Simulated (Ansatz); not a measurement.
Sr$_{2}$CuO$_{3}$ (Immm)

Level of theory: DFT r2SCAN, scalar-relativistic, plane waves, PAW in Ansatz 0.2.0.

Plane waves to 500 eV, a k mesh through Γ of 14×14×14 on the computed 6-atom cell and Gaussian smearing (0.10 eV); no spin polarisation.

The structure is relaxed at this level of theory with its symmetry kept. Whether it is the stable form of this composition wasn't checked.

```cif
data_structure
_symmetry_space_group_name_H-M 'Immm'
_symmetry_Int_Tables_number 71
_cell_length_a 3.5102
_cell_length_b 3.9289
_cell_length_c 12.5899
_cell_angle_alpha 90.000
_cell_angle_beta 90.000
_cell_angle_gamma 90.000
_cell_volume 173.63
loop_
_atom_site_label
_atom_site_type_symbol
_atom_site_symmetry_multiplicity
_atom_site_Wyckoff_symbol
_atom_site_fract_x
_atom_site_fract_y
_atom_site_fract_z
_atom_site_occupancy
Sr1 Sr 4 j 0.00000 0.50000 0.64679 1
Cu1 Cu 2 d 0.00000 0.50000 0.00000 1
O1 O 4 j 0.00000 0.50000 0.84595 1
O2 O 2 a 0.00000 0.00000 0.00000 1
```

(1) Formation energy from the elements' standard states (uncorrected)?

(2) Density of states at the Fermi level?

(3) Löwdin character within 0.5 eV of the Fermi level?

(4) Bader charges (e)?

Spin polarisation was left out, and a magnetic state may lie lower.

A ferromagnetic start lost its moments in a first run, so spin was left out; other magnetic orders weren't tried.

## Answers

(1) -2.308 eV/atom.

(2) 0.70 states/eV per cell.

(3) O 2p 48 %, Cu 3d 45 %.

(4) Sr (2 in the cell) 1.56, Cu (1 in the cell) 0.90, O (2 in the cell) -1.37, O (1 in the cell) -1.27.

Cost: 1 run of about 5.2 core-minutes, on Intel Xeon 6975P-C (Granite Rapids) (shared hosts).